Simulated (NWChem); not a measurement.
Species: N2 cation, doublet

Program: NWChem. Spin-unrestricted. No stability test was run on the SCF state. Each level has its own optimisation; frequencies are unscaled.

```tsv
level	basis functions	r N–N (Å)	highest harmonic frequency (cm⁻¹)	zero-point energy (kcal/mol)	relative time
PBE0/cc-pVDZ	28	1.112	2388	3.4	1
PBE0/aug-cc-pVDZ	46	1.113	2374	3.4	2
PBE0/cc-pVTZ	60	1.103	2370	3.4	3
PBE0/aug-cc-pVTZ	92	1.103	2366	3.4	7
```

Times are rough ratios from one shared machine.
